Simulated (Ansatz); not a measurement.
# C2S4: the cost of one run

Method: the levels named in each step, in Ansatz 0.2.0.

## 1. The system as given

Bond lengths: S1–C2 1.552 Å, C2–S3 1.549 Å, S4–C5 1.549 Å, C5–S6 1.552 Å. Angles: S1–C2–S3 179.8°, S4–C5–S6 179.8°.

Structure file:

```xyz
6

S     0.7662    0.5731    2.1185
C     1.4682   -0.1138    0.9173
S     2.1649   -0.7968   -0.2855
S    -1.0459    1.5181   -1.4159
C    -1.4681    0.1139   -0.9175
S    -1.8852   -1.2944   -0.4171
```

## 2. A rough first relaxation, PBE-D4/def2-SVP

This run stands in another session on the same molecule. It ended at:

```xyz
6

S     0.7822    0.5969    2.1384
C     1.4906   -0.1141    0.9320
S     2.1860   -0.8241   -0.2827
S    -1.0674    1.5451   -1.4181
C    -1.4906    0.1141   -0.9320
S    -1.9006   -1.3178   -0.4378
```

## 3. Relaxation, HF/STO-3G

input.yaml reads:

```yaml
crystal:
  periodic: [false, false, false]
  atoms:
    - { symbol: S, position_ang: [0.78215074, 0.59691957, 2.13839957] }
    - { symbol: C, position_ang: [1.49063369, -0.11411697, 0.93197551] }
    - { symbol: S, position_ang: [2.18596506, -0.82409959, -0.28267893] }
    - { symbol: S, position_ang: [-1.06738567, 1.5450913, -1.41806781] }
    - { symbol: C, position_ang: [-1.49059452, 0.11414213, -0.93203764] }
    - { symbol: S, position_ang: [-1.90062931, -1.31784644, -0.43781071] }
basis:
  gaussian: { orbitals: STO-3G }
hamiltonian:
  xc: hf
relax:
  f_tol: 0.002
  max_steps: 150
```

Launch:

```
$ ansatz run input.yaml --threads 4 --pin off --max-ram 10240MiB --backend cpu --events-out ev --progress --plain --runs-dir out
```

Q: Estimate wall time and peak memory on 4 threads of Arm Neoverse V2, shared host.

About 14 s, with a peak of 0.11 GiB.
